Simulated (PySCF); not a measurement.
A GIAO shielding run with PySCF 2.14 (density fitting, non-relativistic, gas phase) on SMILES C#CCCO, C4H6O:

```
{"job": {"kind": "nmr", "xc": "PBE0", "basis": "pcSseg-1", "pop": false}, "charge": 0, "multiplicity": 1}
C      2.540726     0.415075     0.184654
C      1.470555    -0.112093     0.094012
C      0.160070    -0.721428    -0.001121
C     -0.965114     0.321626     0.046183
O     -1.242725     0.731380    -1.275344
H      3.486710     0.862604     0.255497
H      0.041358    -1.429177     0.823527
H      0.078165    -1.262570    -0.946320
H     -0.661936     1.174442     0.668164
H     -1.864919    -0.130736     0.492486
H     -1.860048     1.468876    -1.260703
```

Hardware: 1 thread of an x86-64 server CPU, shared host.

**Question.** How large is the calculation?

**Answer.** 38 electrons, 115 basis functions and 593 auxiliary functions.

**Question.** How long does it take?

**Answer.** 6 s of wall time, with 14 SCF cycles and 5 response iterations. Times on a shared host scatter by some tens of per cent.

**Question.** And these other runs on the same molecule and hardware: spin–spin coupling at B3LYP/pcJ-1?

**Answer.** B3LYP/pcJ-1: 195 functions, 13 s.
